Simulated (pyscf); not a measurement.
One four-centre exchange on the singlet surface with elements of a group swapped. ωB97M-D3(BJ)/def2-TZVP, eV, from the separated reactants. PySCF, gas phase, ωB97X-D3(BJ)/def2-SVP geometries.

```json
[
 {"step": "H₂B–NH–SiH₃ + HCl -> H₂N–SiH₃ + H₂B–Cl", "barrier": "?", "reaction energy": "?", "imaginary mode (i cm⁻¹)": "1133"},
 {"step": "H₂B–NH–GeH₃ + HF -> H₂N–GeH₃ + H₂B–F", "barrier": "0.40", "reaction energy": "0.00", "imaginary mode (i cm⁻¹)": "772"}
]
```

Q: Complete the blanks.

A: 
- H₂B–NH–SiH₃ + HCl -> H₂N–SiH₃ + H₂B–Cl, barrier: 0.64
- H₂B–NH–SiH₃ + HCl -> H₂N–SiH₃ + H₂B–Cl, reaction energy: +0.47

Row 1: On the product side the descent ends in an adduct with a B–N contact (not fully relaxed), 1.16 eV under the separated species and 1.30 eV under the saddle at ωB97X-D3(BJ)/def2-TZVP. Row 2: On the reactant side the descent ends in a complex, 0.24 eV under the separated species and 0.63 eV under the saddle at ωB97X-D3(BJ)/def2-TZVP. On the product side the descent ends in an adduct with a B–N contact (not fully relaxed), 1.08 eV under the separated species and 1.45 eV under the saddle at ωB97X-D3(BJ)/def2-TZVP. Each row is the saddle that its search found. Elements up to Kr have no core potential and no relativistic terms here.
